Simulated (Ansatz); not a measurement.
## GeH$_{4}$, singlet in cc-pVTZ: errors against RCCSDT(Q)

Geometry: a point of a stretch scan, not a stationary point.

```csv
atom,x (Å),y (Å),z (Å)
Ge,0.0009,0.0009,0.0009
H,0.8159,0.8185,0.8175
H,-0.8870,-0.8831,0.8866
H,-0.8829,0.8854,-0.8883
H,0.8883,-0.8868,-0.8816
```

Basis cc-pVTZ; Ansatz 0.2.0. Only valence electrons are correlated (noble-gas cores and the filled d shells of p-block atoms frozen), which leaves 8 electrons in 85 orbitals. R marks a restricted (for open shells ROHF) determinant. Active spaces: valence = (8e, 8o) chosen from the atoms' valence shells; pair = (2e, 2o) about the gap. No spin–orbit coupling is included, and no scalar relativity.

Full CI isn't at hand for all of this; RCCSDT(Q) serves as the reference, and is uncertain by the last step of the cluster series or more.

```
UHF ⟨S²⟩                          : 0.000
T1 diagnostic (RCCSD)             : 0.0098
largest doubles amplitude (RCCSD) : 0.026
```

```csv
level,E − E(RCCSDT(Q)) (kcal/mol),share of correlation (%),wall time
RHF,107.23,0.00,–
RMP2,20.36,81.01,–
RCCSD,2.69,97.49,–
RCCSD(T),0.46,99.57,1.6 s
BCCD(T),0.45,99.58,2 s
RCCSDT,0.05,99.95,–
CASSCF (pair space),98.47,8.17,–
NEVPT2 (pair space),20.96,80.46,1.8 s (H100)
MRCISD (pair space),6.64,93.81,–
MRCISD+Q (pair space),-0.05,100.05,4.1 s (H100)
CASSCF (valence space),71.72,33.11,–
NEVPT2 (valence space),20.42,80.96,6.5 s
MRCISD (valence space),3.73,96.52,–
MRCISD+Q (valence space),0.32,99.70,4.5 s (H100)
```

The correlation energy at RCCSDT(Q), counted from RHF, is -4.650 eV. That run took 4.3 s on 2 threads of AMD EPYC 7R13 with a shared H100 80 GB, shared host.

Times hold each run's SCF and search for its determinant on a shared host, so for small cases they say little of a method's own cost; rows without a card ran on 1 thread of AMD EPYC 7R13.

Natural occupations of CASSCF (valence space) about the gap: 1.988 1.978 1.974 1.974 0.030 0.020 0.020 0.016; effectively unpaired electrons, Σ n²(2−n)², 0.02.
